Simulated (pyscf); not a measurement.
PySCF, gas phase, ωB97X-D3(BJ)/def2-SVP geometries. Correlated levels are frozen-core, on RHF or UHF. ΔMP2 is the change of the MP2 total energy from the triple- to the quadruple-zeta basis.

How much does it cost (ΔH, 298 K, CCSD(T)/def2-TZVPP + ΔMP2(QZVPP)) to split `[SH][Cu]` at its Cu–S bond into SH• + Cu•?

Cu–S to SH• + Cu•: 69.3 kcal/mol. The CCSD(T) − MP2 part came from Ansatz, without density fitting, on the same reference. The frozen core leaves the outer d or s,p core shells of the metals and heavy elements correlated in the MP2 and CC values, and def2-TZVPP describes them poorly, which can shift differences by a few kcal/mol. Left out: the spin-orbit lowering of SH. Open-shell species with a d-block atom are single-reference here; other states, and whether the spin sits on metal or ligand, were not checked.
